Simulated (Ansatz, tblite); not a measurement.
# (MgTe)2 ring (Mg₂Te₂): one state, many levels

One table from this session's results is given with a row withheld; the runs are named, their logs left out.

Computed with Ansatz 0.2.0, Gaussian basis. Level: as each input shows.

Levels to be run: GFN1-xTB, GFN2-xTB, PBE-D4/def2-TZVP, r2SCAN-D4/def2-TZVP, revPBE-D4/def2-TZVP, r2SCAN0-D4/def2-TZVP, LC-ωPBE/def2-TZVP, CAM-B3LYP-D4/def2-TZVP, BLYP-D4/def2-TZVP, ωB97X-V/def2-TZVP, PBE-QIDH/def2-TZVP, PBE-D4/def2-SVP, PBE0-D4/def2-SVP, PBE0-D4/def2-TZVPD, PBE-D4/def2-TZVPD, r2SCAN-D4/def2-TZVPD, CCSD(T)/def2-TZVPP, MP2/def2-TZVP, RPA/def2-TZVP.

2 further runs of the same task are left out: 2 set aside as unsound or not needed. Runs told in other sessions of the task aren't counted.

**The structure**

The singlet was relaxed beforehand with PBE-D4/def2-SVP.

4 atoms, charge 0, spin multiplicity 1.

Bond lengths: Mg1–Te2 2.684 Å, Mg1–Te4 2.684 Å, Te2–Mg3 2.684 Å, Mg3–Te4 2.684 Å. Angles: Te2–Mg1–Te4 116.9°, Mg1–Te2–Mg3 63.1°, Te2–Mg3–Te4 116.9°, Mg1–Te4–Mg3 63.1°.

Te takes a core potential in the def2 sets. No spin-orbit coupling is included.

PBE0-D4/def2-TZVP was run before; its log isn't repeated, and its numbers join the tables.

Set-up of the first run:

Tight binding, by tblite at 300 K electronic temperature and without a spin-polarisation term:

```python
tblite.interface.Calculator('GFN1-xTB', numbers, positions, charge=0, uhf=0).singlepoint()
```

Tight binding, by tblite at 300 K electronic temperature and without a spin-polarisation term:

```python
tblite.interface.Calculator('GFN2-xTB', numbers, positions, charge=0, uhf=0).singlepoint()
```

start.molden holds the orbitals of an earlier run on this state, given as this run's starting guess.

in.yaml

```yaml
crystal:
  periodic: [false, false, false]
  atoms:
    - {symbol: Mg, position_ang: [0.827004, 0.827950, 0.777598]}
    - {symbol: Te, position_ang: [0.251528, 1.417841, -1.777139]}
    - {symbol: Mg, position_ang: [-0.827012, -0.827943, -0.777592]}
    - {symbol: Te, position_ang: [-0.251520, -1.417849, 1.777134]}
basis:
  gaussian: {orbitals: def2-TZVP, initial_orbitals: start.molden}
hamiltonian: {xc: pbe, dispersion: d4}
scf: {omitted_lower_state_checks: [starts]}
output: {orbitals: {seedname: orbitals}}
```

The run is started by

```
$ ansatz run in.yaml --threads 4 --pin off --events-out ev --progress --plain --max-ram 3916MiB
```

Among the steps run: PBE-D4/def2-TZVP; r2SCAN-D4/def2-TZVP; revPBE-D4/def2-TZVP; r2SCAN0-D4/def2-TZVP; LC-ωPBE/def2-TZVP; CAM-B3LYP-D4/def2-TZVP; BLYP-D4/def2-TZVP; ωB97X-V/def2-TZVP; PBE-QIDH/def2-TZVP; PBE-D4/def2-SVP; PBE0-D4/def2-SVP; PBE0-D4/def2-TZVPD; PBE-D4/def2-TZVPD; r2SCAN-D4/def2-TZVPD; CCSD(T)/def2-TZVPP; MP2/def2-TZVP; RPA/def2-TZVP.

One of the session's tables, all rows but one given; the rest of the session is left out.

It belongs to the step «Levels side by side». 

```
                 level  HOMO (eV)  LUMO (eV)  gap (eV)
       PBE-D4/def2-SVP      -4.78      -3.33      1.45
      PBE-D4/def2-TZVP          ?          ?         ?
     PBE-D4/def2-TZVPD      -4.88      -3.33      1.55
   revPBE-D4/def2-TZVP      -4.80      -3.22      1.58
     BLYP-D4/def2-TZVP      -4.67      -3.27      1.40
   r2SCAN-D4/def2-TZVP      -5.06      -3.08      1.98
  r2SCAN-D4/def2-TZVPD      -5.05      -3.07      1.98
      PBE0-D4/def2-SVP      -5.69      -2.75      2.94
     PBE0-D4/def2-TZVP      -5.75      -2.73      3.02
    PBE0-D4/def2-TZVPD      -5.76      -2.74      3.02
  r2SCAN0-D4/def2-TZVP      -5.88      -2.60      3.28
CAM-B3LYP-D4/def2-TZVP      -6.83      -2.01      4.81
     LC-ωPBE/def2-TZVP      -8.02      -1.03      6.99
     ωB97X-V/def2-TZVP      -7.74      -1.16      6.58
```

Estimate the missing values for PBE-D4/def2-TZVP.

As computed: HOMO (eV): -4.87; LUMO (eV): -3.33; gap (eV): 1.54. In the column «HOMO (eV)» it lies between PBE-D4/def2-TZVPD (-4.88) and revPBE-D4/def2-TZVP (-4.80).
